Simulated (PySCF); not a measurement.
# Core-level binding energies of `CS`

Compound: CH4S.
Numbering: `[CH3:1][SH:2]`

Computed, not measured: PySCF, delta-SCF UKS SCAN, pcX-2 on the ionised atom, pcseg-1 elsewhere, spin-free X2C. Binding energies are ΔSCF values: E(core-ionised, relaxed orbitals) − E(ground state) at a fixed geometry, referred to the vacuum level.

**Question.** List the computed XPS lines with their assignment.

**Answer.** 
| atom(s) | bonded to | level | binding energy (eV) | count |
| --- | --- | --- | --- | --- |
| C1 | S and 3 H | C 1s | 291.57 | 1 |
| S2 | C and H | S 1s | 2477.44 | 1 |

**Question.** Which effective nuclear charge Zeff reproduces each element's mean 1s value in the hydrogen-like formula E = 13.606 eV × Zeff²?

**Answer.** C (Z = 6): mean 291.6 eV, Zeff = 4.63, Z − Zeff = 1.37; S (Z = 16): mean 2477.4 eV, Zeff = 13.49, Z − Zeff = 2.51. Means run over the listed sites, weighted by atom count.

**Question.** Which photon energy gives electrons from S 1s of S2 a kinetic energy of 100 eV, and what is their de Broglie wavelength?

**Answer.** hν = 2477.44 + 100 = 2577.44 eV, recoil neglected; λ = 12.264 Å/√(E/eV) = 1.23 Å.

Not every level is listed. Geometry: GFN2-xTB; no solvent, vibrations or thermal averaging.

Time: 4.5 s. Hardware: one thread, x86-64 server, shared host.
